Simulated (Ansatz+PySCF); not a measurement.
Results of a calculation; reference values are marked as such.
## Ansatz (development build ahead of 0.2.0) run

```yaml
crystal:
  periodic: [false, false, false]
  atoms:
    - { symbol: Li, position_ang: [0.0, 0.0, 0.0] }
    - { symbol: C, position_ang: [0.69666, 0.92888, 2.01108] }
basis:
  gaussian: { orbitals: STO-3G }
magnetization:
  initial_magnetization: 1
hamiltonian:
  xc: hf
correlation:
  method: fci
  frozen_orbitals: { C: 1, Li: 0 }
```

The input is written out in the form of the current development build from the run's settings.

The run gave:

* Converged: yes
* Total energy: -44.56844 hartree
* State: lowest doublet root, of any spatial symmetry
